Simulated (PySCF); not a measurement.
## Orbital picture of LiAl

PBE at R = 2.921 Å; Li 3-21G, Al 3-21G; no relativity (PySCF 2.14). State: ¹Σ⁺ (singlet), closed shell. Only the outer orbitals are listed, counted within each symmetry.

```tsv
orbital	occ.	ε (eV)	on Li (%)	main shells (%)
4σ	2	-49.96	100	100 Li s
5σ	2	-7.37	1	98 Al s
6σ	2	-3.06	42	55 Al p, 40 Li s
2π	0	-2.54	15	85 Al p, 15 Li p
2π	0	-2.54	15	85 Al p, 15 Li p
7σ	0	-1.74	78	45 Li s, 32 Li p, 22 Al p
```

Q: Which are the highest filled and the lowest empty level, where do they sit, and how wide is the gap?

A: Highest filled 6σ at -3.06 eV (in %: 55 Al p, 40 Li s); lowest empty 2π at -2.54 eV (in %: 85 Al p, 15 Li p); the gap at PBE is 0.52 eV.

```
bond order (Mayer)                               : 0.94
⟨S²⟩                                             : 0.000
charge on Li (Mulliken, basis-dependent)         : 0.13
charge on Li (Löwdin, basis-dependent)           : -0.10
dipole moment (positive dipole means Li(−)Al(+)) : -2.23 D
polarisability along the bond                    : 274.3 bohr³
polarisability across the bond                   : 123.3 bohr³
```

Closed-shell solutions of metal pairs were not tested for spin polarisation, which can lower them a little. 3-21G is very small, so such numbers show the basis as much as the molecule.
